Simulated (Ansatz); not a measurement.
The input, for Ansatz 0.2.0:

```yaml
crystal:
  periodic: [false, false, false]
  atoms:
    - {symbol: Si, position_ang: [0.000000, 0.000000, 2.528640]}
    - {symbol: Al, position_ang: [0.000000, 0.000000, -2.346593]}
    - {symbol: H, position_ang: [0.000000, 2.844671, -3.821380]}
    - {symbol: H, position_ang: [0.000000, -2.844671, -3.821380]}
basis:
  gaussian: {orbitals: 6-31G}
magnetization: {spin_polarized: true, initial_magnetization: 3}
hamiltonian: {xc: {name: revPBE}}
```

```sh
$ ansatz run in.yaml --threads 1 --pin off --events-out ev --progress --plain --max-ram 2393MiB
```

Log:

```
344 factors; integrals over basis functions are off by at most 2.0e-4 eV
mean field evaluation 1: about -14491.6026 eV, gradient 9.4e0 eV
mean field evaluation 2: about -14470.2770 eV, gradient 2.5e1 eV
mean field evaluation 4: about -14478.1828 eV, gradient 2.1e1 eV
mean field evaluation 8: about -14493.4407 eV, gradient 1.2e-1 eV
mean field evaluation 16: about -14493.4422 eV, gradient 3.5e-2 eV
mean field evaluation 32: about -14493.4542 eV, gradient 5.6e-5 eV
mean field evaluation 64: about -14493.2812 eV, gradient 9.1e-1 eV
mean field evaluation 96: about -14493.1442 eV, gradient 1.3e0 eV
mean field evaluation 128: about -14493.4482 eV, gradient 2.2e-1 eV
mean field evaluation 160: about -14490.9284 eV, gradient 4.4e0 eV
mean field evaluation 192: about -14493.0573 eV, gradient 4.9e-2 eV
mean field evaluation 224: about -14493.4532 eV, gradient 3.1e-2 eV
mean field -14493.45422771 eV, -532.6246188521 hartree, gradient 6.1e-6 eV, S^2 3.973457; 18 other end points of the search recorded, 0 dependent functions left out
reference -14493.45428454 eV, -532.6246209406 hartree; 16, 13 occupied and 14, 17 virtual orbitals, 344 factors
Total energy: -14493.45428454 eV, -532.6246209406 hartree
```

Ran on 1 thread of Arm Neoverse N1, shared host: 24 s wall, 0.08 GiB peak host memory.
